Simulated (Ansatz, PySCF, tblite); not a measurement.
Ladder of methods for the cohesive energy of zinc-blende AlP

Reference value: 4.32 eV/atom (measured, static lattice: zero-point vibration energy added, our sources range from 4.20 to 4.32; as tabulated in Mejia-Rodriguez and Trickey (2018), arXiv:1807.09216).

```json
[
 {"level (code)": "GFN1-xTB (tblite)", "value (eV/atom)": "6.87", "cell (Å³/atom)": "21.56", "error (eV/atom)": "+2.55"},
 {"level (code)": "PBE (PySCF)", "value (eV/atom)": "4.11 ± 0.04", "cell (Å³/atom)": "20.91", "error (eV/atom)": "-0.21"},
 {"level (code)": "rVV10 (Ansatz)", "value (eV/atom)": "4.14", "cell (Å³/atom)": "20.99", "error (eV/atom)": "-0.18"},
 {"level (code)": "Hartree–Fock (PySCF)", "value (eV/atom)": "2.81 ± 0.08", "cell (Å³/atom)": "21.22", "error (eV/atom)": "-1.51"},
 {"level (code)": "MP2 (PySCF)", "value (eV/atom)": "4.67 ± 0.2", "cell (Å³/atom)": "20.14", "error (eV/atom)": "+0.35"}
]
```

Leaving aside GFN1-xTB (doubt noted below): Once the reference is moved by up to 0.12 eV/atom (a margin picked here for doubts on the reference and the settings) and values within 0.03 eV/atom count as equal, the nearest can be rVV10 (-0.18 eV/atom), PBE (-0.21 eV/atom) or MP2 (+0.35 eV/atom). Farthest off among them: Hartree–Fock (-1.51 eV/atom). Within 0.5 eV/atom: PBE, rVV10, MP2.

Free atoms are spin-polarised, in the lowest state found; at levels without +SOC their spin–orbit coupling is left out.  A ± on a computed value is a rough bar: the spread of its extrapolation, a floor set from checks against published values, or a statistical error. GFN1-xTB: the free atoms are run in the same model without spin. GFN1-xTB: the method was fitted mainly to molecules. GFN1-xTB: the run uses a supercell at the zone centre in place of a k mesh. Each level is taken at its own relaxed cell. Ansatz's density-functional and Hartree–Fock values are scalar-relativistic unless marked +SOC, with PAW data made under PBE.

Differences are worked out from the printed values.

Ansatz is an electronic-structure program.
